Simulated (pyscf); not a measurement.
Elementary routes open to ethyl (•H₂C–CH₃) + hydrogen chloride (HCl) in the gas phase (doublet surface):
A. chloroethane (H₃C–CH₂–Cl) + H atom (H•) (Cl–H broken; C–Cl formed)
B. ethane (H₃C–CH₃) + Cl atom (Cl•) (Cl–H broken; C–H formed)

Optimised with ωB97X-D3(BJ)/def2-SVP in PySCF. Correlated levels are frozen-core, on RHF or UHF. ΔMP2 is the change of the MP2 total energy from the triple- to the quadruple-zeta basis.

Problem. Rank the routes by free-energy barrier at 900 K, lowest first, for CCSD(T)/def2-TZVPP + ΔMP2(QZVPP) energies (ideal gas, 1 atm, RRHO with modes under 100 cm⁻¹ raised to 100, one conformer, R ln 2 for chiral ones without a mode under 150 cm⁻¹).

Solution. B (1.28 eV), A (2.53 eV)

Route B is the fastest of these, ahead of the next by 1.25 eV. The most stable products are those of B (ΔG = +0.65 eV), so kinetics and thermodynamics agree. At 298 K B is still the fastest. B: On the reactant side the descent ends in a complex, 0.18 eV under the separated species and 0.08 eV under the saddle at ωB97X-D3(BJ)/def2-TZVP. Only these routes are compared; each barrier is that of the saddle found, and lower ones may exist. The CCSD(T) − MP2 part came from Ansatz, without density fitting, on the same reference. Left out: orbital degeneracy and the spin-orbit lowering of Cl.
